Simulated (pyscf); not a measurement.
Optimised with ωB97X-D3(BJ)/def2-SVP in PySCF.

Problem. Br–B(Br)–Br + NH₃ → HBr + H₂N–B(Br)–Br
Surface: singlet. Broken: B–Br, H–N. Formed: Br–H, B–N. Give ΔE‡ and ΔE from ωB97M-D3(BJ)/def2-TZVP, relative to the separated reactants.

Solution. ΔE‡ = 0.3 kcal/mol, ΔE = -17.1 kcal/mol. Zero-point energy shifts the barrier by -0.3 kcal/mol. It is a four-centre exchange, with an imaginary mode of 965i cm⁻¹. On the reactant side the descent ends in an adduct with a B–N contact, 29.6 kcal/mol under the separated species and 31.1 kcal/mol under the saddle at ωB97X-D3(BJ)/def2-TZVP. What is counted as formed (B–N) is already present as a longer contact in the reactant adduct; forming that adduct is a step of its own. This is the saddle that the search found; another between the same sides may lie lower. Elements up to Kr have no core potential and no relativistic terms here.
